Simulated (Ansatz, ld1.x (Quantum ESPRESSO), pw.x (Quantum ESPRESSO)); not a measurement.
# iridium (bcc): variants of one TM potential in the solid

Ir (Z = 77), norm-conserving Troullier–Martins (Kleinman–Bylander form), made with ld1.x (Quantum ESPRESSO) 7.5 (PBEsol, scalar-relativistic). Core [Xe] 4f14, reference 5d7 6s2 6p0. Waves: 6s (bound): rc 2.55 bohr; 5d (bound): rc 1.35 bohr; 6p (bound, empty): rc 3.65 bohr. Local part: the p channel. Core correction: a·sin(br)/r model core inside 1.40 bohr.

Crystal test: bcc Ir in pw.x 7.5, no spin, 15³ k-points, Fermi–Dirac smearing 0.01 Ry, cutoffs set for each file from its atomic test. The reference is all-electron LAPW (Ansatz 0.2.0) with the same functional, mesh and smearing; V0 and B0 come from Birch–Murnaghan fits to the pressures at five volumes. Errors are pseudo minus all-electron; Δ is the rms difference of the E(V) curves that follow from these fits, minima aligned, over ±6 % about the mean V0. Mesh and smearing are coarse, so the numbers serve the comparison and aren't converged zero-temperature values; the lattice is a test structure that the element need not adopt.

All-electron: a0 = 3.079 Å (V0 = 14.59 Å³/atom), B0 = 339.1 GPa.

Base: The largest radius (3.65 bohr) exceeds half the bond length (2.52 bohr), so the spheres overlap, which is one possible source of error among others. This is a poor potential for the solid. Atomic configuration tests: 1 of 7 tests not solved or not reliable.

A dash in a converged row means that the minimum lies outside the volumes sampled.

```tsv
change	cutoffs (Ry)	pw.x	a0 (Å)	a0 error (%)	B0 error (%)	Δ (meV/atom)	mean pressure error (GPa)
base	85/340	converged	–	–	–	–	+30.64
reference 5d7 6s0.5 6p0	85/340	converged	3.127	+1.58	+0.6	53.1	+18.63
local potential the s channel	85/340	converged	3.119	+1.31	-1.8	43.2	+14.71
type ultrasoft; waves now 6s (bound): rcut 2.20, rcutus 2.55 bohr; 6s channel at -0.1 Ry: rcut 2.20, rcutus 2.55 bohr; 6p (bound): rcut 3.15, rcutus 3.65 bohr; 6p channel at 1.05 Ry: rcut 3.15, rcutus 3.65 bohr; 5d (bound): rcut 1.15, rcutus 1.35 bohr; 5d channel at 4.35 Ry: rcut 1.15, rcutus 1.35 bohr; local potential all-electron potential smoothed inside 3.40 bohr (lloc = -2); augmentation built from norm-conserving waves at rcut, not smoothed further	110/880	converged	–	–	–	–	+59.04
wave 5d (bound): rc 1.35 bohr becomes 5d (bound): rc 1.72 bohr	60/240	converged	–	–	–	–	+30.37
wave 6s (bound): rc 2.55 bohr becomes 6s (bound): rc 3.82 bohr	85/340	converged	–	–	–	–	+27.54
```
